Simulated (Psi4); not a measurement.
# C2H3Al (AlH2(CCH)) at HSE06/def2-TZVP

Aim: the energy change on altering one bond length of C2H3Al (AlH2(CCH)) at HSE06/def2-TZVP, from 2 runs. 

Program for the calculation: Psi4 1.11.

**1. The system as given**

C2H3Al: 6 atoms, total charge 0, spin state singlet. As SMILES, `[H][Al]([H])[C]#C`. The shape comes from GFN2-xTB, which is rough for such elements, and wasn't checked as a minimum.

Bond lengths: Al1–C4 1.944 Å, C4–C5 1.214 Å, Al1–H2 1.550 Å, Al1–H3 1.551 Å, C5–H6 1.056 Å. Angles: Al1–C4–C5 179.8°, H2–Al1–C4 122.5°, H3–Al1–C4 122.6°, C4–C5–H6 179.9°, H2–Al1–H3 114.9°.

**2. Energy and forces at HSE06/def2-TZVP**

run.py

```python
import psi4

psi4.set_memory('1600 MB')
psi4.set_num_threads(1)
psi4.set_output_file('run.log', False)

mol = psi4.geometry("""
0 1
Al
H 1 1.549986
H 1 1.550589 2 114.9433
C 1 1.943607 2 122.45081 3 -179.99638
C 4 1.213785 2 154.60146 1 -179.58102
H 5 1.055997 2 161.61131 1 -179.81127
symmetry c1
""")

options = {'basis': 'def2-TZVP', 'puream': True, 'e_convergence': 1e-09, 'd_convergence': 1e-08, 'scf_type': 'pk', 'dft_radial_points': 99, 'dft_spherical_points': 590}
psi4.set_options(options)

energy_value = psi4.gradient("HSE06")
print('gradient / Eh bohr^-1')
print(energy_value.np.round(6))
for k, v in sorted(psi4.core.scalar_variables().items()):
    print(f'{k:45s} {v:18.10f}')
```

Started as:

```bash
$ python run.py
```

run.log:

```text
[...]
  Running in c1 symmetry.
[...]
  Nuclear repulsion =   68.903999776577450
[...]
  Multiplicity = 1
[...]
  Nalpha       = 14
  Nbeta        = 14
[...]
    Number of basis functions: 117
[...]
   @RKS iter   1:  -319.95208849272046   -5.60015e-01   5.89717e-03 ADIIS/DIIS
[...]
   @RKS iter  11:  -320.20396379274410   -1.89289e-11   2.71862e-09 DIIS
[...]
    Orbital Energies [Eh]
    ---------------------
    Doubly Occupied:
       1A    -56.145620     2A    -10.218110     3A    -10.201280
       4A     -4.171414     5A     -2.706921     6A     -2.698185
       7A     -2.698010     8A     -0.752364     9A     -0.549904
      10A     -0.446957    11A     -0.351205    12A     -0.311025
      13A     -0.293603    14A     -0.281801
[...]
  @RKS Final Energy:  -320.20396379274410
   => Energetics <=
    Nuclear Repulsion Energy =             68.9039997765774501
    One-Electron Energy =                -577.7611986032627556
    Two-Electron Energy =                 212.0594535587772782
    DFT Exchange-Correlation Energy =     -23.4062185248360635
    Empirical Dispersion Energy =           0.0000000000000000
    VV10 Nonlocal Energy =                  0.0000000000000000
    Total Energy =                       -320.2039637927440481
[...]
 Multipole Moments:
 ------------------------------------------------------------------------------------
     Multipole            Electronic (a.u.)      Nuclear  (a.u.)        Total (a.u.)
 ------------------------------------------------------------------------------------
 L = 1.  Multiply by 2.5417464519 to convert [e a0] to [Debye]
 Dipole X            :          0.0028999           -0.0040711           -0.0011712
 Dipole Y            :         -0.0776372           -0.1399540           -0.2175912
 Dipole Z            :         -0.0570766           -0.0796135           -0.1366901
 Magnitude           :                                                    0.2569660
[...]
  -Total Gradient:
     Atom            X                  Y                   Z
    ------   -----------------  -----------------  -----------------
       1       -0.000026726256     0.011567363539     0.007499396685
       2        0.000001715734     0.004954695303    -0.008589060775
       3        0.000001740228    -0.005510658934     0.008079939687
       4        0.000093309528    -0.005274647780    -0.003345785138
       5       -0.000103277713    -0.012723612129    -0.008127587385
       6        0.000033224970     0.006978044665     0.004477318932
[...]
```

The script printed:

```text
gradient / Eh bohr^-1
[[-2.7000e-05  1.1567e-02  7.4990e-03]
 [ 2.0000e-06  4.9550e-03 -8.5890e-03]
 [ 2.0000e-06 -5.5110e-03  8.0800e-03]
 [ 9.3000e-05 -5.2750e-03 -3.3460e-03]
 [-1.0300e-04 -1.2724e-02 -8.1280e-03]
 [ 3.3000e-05  6.9780e-03  4.4770e-03]]
CURRENT ENERGY                                   -320.2039637927
CURRENT REFERENCE ENERGY                         -320.2039637927
DD SOLVATION ENERGY                                 0.0000000000
DFT FUNCTIONAL TOTAL ENERGY                      -320.2039637927
DFT TOTAL ENERGY                                 -320.2039637927
DFT VV10 ENERGY                                     0.0000000000
DFT XC ENERGY                                     -23.4062185248
GRID ELECTRONS ALPHA                               14.0000000483
GRID ELECTRONS BETA                                14.0000000483
GRID ELECTRONS TOTAL                               28.0000000966
NUCLEAR REPULSION ENERGY                           68.9039997766
ONE-ELECTRON ENERGY                              -577.7611986033
PCM POLARIZATION ENERGY                             0.0000000000
PE ENERGY                                           0.0000000000
SCF ITERATION ENERGY                             -320.2039637927
SCF ITERATIONS                                     11.0000000000
SCF TOTAL ENERGY                                 -320.2039637927
TWO-ELECTRON ENERGY                               212.0594535588
XC GRID RADIAL POINTS                              99.0000000000
XC GRID SPHERICAL POINTS                          590.0000000000
XC GRID TOTAL POINTS                           336017.0000000000
```

Wall time 41 s (1 thread of Intel Xeon Platinum 8488C (Sapphire Rapids), shared host); peak memory 0.89 GiB.

**3. The distorted shape: a single-point energy at HSE06/def2-TZVP**

input.inp

```
memory 1600 MB

molecule molecule1 {
  0 1
  Al
  H 1 1.549986
  H 1 2.7911 2 114.9433
  C 1 1.943607 2 122.45081 3 -179.99638
  C 4 1.213785 2 154.60146 1 -179.58102
  H 5 1.055997 2 161.61131 1 -179.81127
  symmetry c1
}

set puream true
set e_convergence 1e-09
set d_convergence 1e-08
set scf_type pk
set dft_radial_points 99
set dft_spherical_points 590

e_tot, wfn = energy('hse06/def2-TZVP', return_wfn=True)
oeprop(wfn, 'MAYER_INDICES', 'QUADRUPOLE', 'MULLIKEN_CHARGES', title='HSE06')
```

Started as:

```bash
$ psi4 -n 1 input.inp input.out
```

input.out:

```text
[...]
  Running in c1 symmetry.
[...]
  Nuclear repulsion =   66.435401963027971
[...]
  Multiplicity = 1
[...]
  Nalpha       = 14
  Nbeta        = 14
[...]
    Number of basis functions: 117
[...]
   @RKS iter   1:  -319.79867131026822   -5.17827e-01   6.29008e-03 DIIS/ADIIS
[...]
   @RKS iter  12:  -320.10133692188253   -1.17666e-11   3.91429e-09 DIIS
[...]
    Orbital Energies [Eh]
    ---------------------
    Doubly Occupied:
       1A    -56.208007     2A    -10.236901     3A    -10.220488
       4A     -4.226977     5A     -2.761568     6A     -2.755587
       7A     -2.752770     8A     -0.769464     9A     -0.565488
      10A     -0.459986    11A     -0.364146    12A     -0.310054
      13A     -0.308470    14A     -0.229159
[...]
  @RKS Final Energy:  -320.10133692188253
   => Energetics <=
    Nuclear Repulsion Energy =             66.4354019630279709
    One-Electron Energy =                -572.0126852941392599
    Two-Electron Energy =                 208.7686273578771079
    DFT Exchange-Correlation Energy =     -23.2926809486483712
    Empirical Dispersion Energy =           0.0000000000000000
    VV10 Nonlocal Energy =                  0.0000000000000000
    Total Energy =                       -320.1013369218825346
[...]
 Multipole Moments:
 ------------------------------------------------------------------------------------
     Multipole            Electronic (a.u.)      Nuclear  (a.u.)        Total (a.u.)
 ------------------------------------------------------------------------------------
 L = 1.  Multiply by 2.5417464519 to convert [e a0] to [Debye]
 Dipole X            :          0.0027415           -0.0040711           -0.0013296
 Dipole Y            :         -2.0348285            0.8749472           -1.1598813
 Dipole Z            :          0.8023685           -0.5516475            0.2507210
 Magnitude           :                                                    1.1866707
 L = 2.  Multiply by 1.3450342976 to convert [e a0^2] to [Debye ang]
 Quadrupole XX       :        -18.3881015            0.0003643          -18.3877372
 Quadrupole XY       :         -0.1973242            0.2062418            0.0089176
[...]
  Mulliken Charges: (a.u.)
   Center  Symbol    Alpha    Beta     Spin     Total
       1    AL     6.29300  6.29300  0.00000  0.41400
       2     H     0.52354  0.52354  0.00000 -0.04708
       3     H     0.58920  0.58920  0.00000 -0.17839
       4     C     3.15136  3.15136  0.00000 -0.30272
       5     C     3.03727  3.03727  0.00000 -0.07454
       6     H     0.40563  0.40563  0.00000  0.18874
   Total alpha = 14.00000, Total beta = 14.00000, Total charge = -0.00000
  Mayer Bond Indices:
[...]
```

It took 29 s on 1 thread of Intel Xeon Platinum 8488C (Sapphire Rapids), shared host; peak memory 0.89 GiB.

**4. Results**

Level: HSE06/def2-TZVP.

| quantity | value |
| --- | --- |
| first shape: total energy | -320.20396 Eh |
| first shape: dipole moment | 0.65 D |
| first shape: HOMO energy | -7.67 eV |
| first shape: LUMO energy | -2.25 eV |
| first shape: HOMO–LUMO gap | 5.42 eV |
| first shape: largest force on an atom | 0.776 eV/Å |
| distorted shape: total energy | -320.10134 Eh |
| distorted shape: dipole moment | 3.02 D |
| distorted shape: HOMO energy | -6.24 eV |
| distorted shape: LUMO energy | -2.76 eV |
| distorted shape: HOMO–LUMO gap | 3.48 eV |
| energy change with the Al1–H3 bond stretched from 1.551 to 2.791 Å | 2.793 eV |

**Reading.** One bond (distorted shape) is far stretched, which a spin-restricted single reference describes badly; a broken-symmetry solution may lie lower. With the Al1–H3 bond stretched from 1.551 to 2.791 Å the energy rises by 2.79 eV (64 kcal/mol). The first shape isn't relaxed at this level, so the change isn't measured from a minimum. A restricted reference can't describe the breaking bond well at this length. The largest force (first shape) is 0.78 eV/Å: the shape isn't a stationary point for this species at this level. Mulliken charges (distorted shape) run from -0.30 on C4 to +0.41 on Al1.
